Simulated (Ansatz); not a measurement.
# CF: ladder of basis sets from a Python script

How does the energy of CF converge with the basis? A script is to give a ladder of basis sets; the system is CF.

Computed with Ansatz 0.2.0 through its Python package. The levels of theory stand in the script.

## Step 1: The system

Bond lengths: C1–F2 1.325 Å.

The script holds or builds the structure itself.

## Step 2: Script

The input, basis_cf.py:

```python
"""Basis-set convergence for CF."""

import ansatz as az

GEOMETRY = """
C     0.00000    0.00000    0.00000
F     0.00000    0.00000    1.32500
"""

system = az.Crystal.molecule()
for line in GEOMETRY.strip().splitlines():
    symbol, *xyz = line.split()
    system = system.atom(symbol, [float(v) for v in xyz])

model = system.calculation().functional("B3LYP").spin("collinear", total=1)

energies = {}
for basis in ["cc-pVDZ", "cc-pVTZ", "cc-pVQZ"]:
    summary = model.basis(gaussian=basis).run(threads=1).report
    size = summary["n_frozen"] + summary["n_occupied"][0] + summary["n_virtual"][0]
    energies[basis] = (summary["reference_energy_ev"] / 27.211386246, summary["free_energy_ev"] / 27.211386246)
    print(f"{basis:14s} {size:4d} orbitals  reference {energies[basis][0]:14.6f} Ha  total {energies[basis][1]:14.6f} Ha")

last = energies["cc-pVQZ"][1]
for basis, (_, total) in energies.items():
    print(f"{basis:14s} lies {27.211386 * (total - last):9.4f} eV above cc-pVQZ")
```

## Step 3: The calls as engine input

The engine receives this input (first run):

```yaml
crystal:
  periodic: [false, false, false]
  atoms:
    - { symbol: C, position_ang: [0.0, 0.0, 0.0] }
    - { symbol: F, position_ang: [0.0, 0.0, 1.325] }
basis:
  gaussian:
    orbitals: cc-pVDZ
hamiltonian:
  xc: b3lyp
magnetization:
  spin_polarized: true
  initial_magnetization: 1.0
```

## Step 4: The run

Command:

```
python basis_cf.py
```

Log:

```text
cc-pVDZ          28 orbitals  reference    -137.787450 Ha  total    -137.787450 Ha
cc-pVTZ          60 orbitals  reference    -137.833425 Ha  total    -137.833425 Ha
cc-pVQZ         110 orbitals  reference    -137.845089 Ha  total    -137.845089 Ha
cc-pVDZ        lies    1.5684 eV above cc-pVQZ
cc-pVTZ        lies    0.3174 eV above cc-pVQZ
cc-pVQZ        lies    0.0000 eV above cc-pVQZ
```

Wall time 1.2 s (1 thread of AMD EPYC 9R45 (Zen 5), shared host); peak memory 0.19 GiB.

## Step 5: Inputs of later runs

The engine's inputs for the other runs:

Run 2, against run 1:

```diff
@@ -8 +8 @@
-    orbitals: cc-pVDZ
+    orbitals: cc-pVTZ
```

Run 3, against run 1:

```diff
@@ -8 +8 @@
-    orbitals: cc-pVDZ
+    orbitals: cc-pVQZ
```

## Step 6: The runs side by side

The 3 runs, in the order started:

```
run    basis  energy (eV)  <S²>  SCF cycles  CPU time (s)
  1  cc-pVDZ   -3749.3875  0.75          15          0.18
  2  cc-pVTZ   -3750.6386  0.75          15          0.24
  3  cc-pVQZ   -3750.9560  0.75          15          0.46
```

## Step 7: What came out

```
                           quantity              value
                      runs compared                  3
change of the total from set to set  -1.251, -0.317 eV
```

What this shows: Against cc-pVDZ: cc-pVTZ -46.0 mHa and cc-pVQZ -57.6 mHa. The last step alone is -11.66 mHa. Caveats:
- The drop along the ladder measures the basis error, and is no property of the molecule.
- The geometry is a force-field or estimated start, not a minimum of this method, and the last set is no limit. Much of the fall in a total is atomic energy, which cancels in bond and reaction energies.
- The species is open-shell (spin multiplicity 2).
- b3lyp holds the VWN-RPA fit, as in Gaussian; the form of ORCA and Turbomole is b3lyp5.
- The spin state was assumed, and another may lie lower.
